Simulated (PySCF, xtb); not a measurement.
sulfur dioxide cation (O₂S), SMILES O=S=O (connectivity only; charge and spin as stated), charge +1, multiplicity 2.

The structure is a stationary point at r2SCAN-D4/def2-TZVP. The spin state was assumed, not searched.

Computed with IEF-PCM-B3LYP/def2-SVP run with PySCF 2.14.0.

The values are the electrostatic part of the solvation free energy, E(continuum) − E(gas) at the gas-phase geometry, in a cavity of scaled van der Waals radii (PySCF's table); cavitation and dispersion terms are not included.

Computed values in water (ε = 78.36), 1-octanol (ε = 9.86), acetone (ε = 20.49):
```tsv
solvent	ε	ΔG(elec) (kcal/mol)
water	78.36	-73.9
1-octanol	9.86	-66.9
acetone	20.49	-71.1
```

For comparison, GFN2-xTB/ALPB(water) (xtb, at the GFN2-xTB geometry, all terms of that model) gives -69.4 kcal/mol.
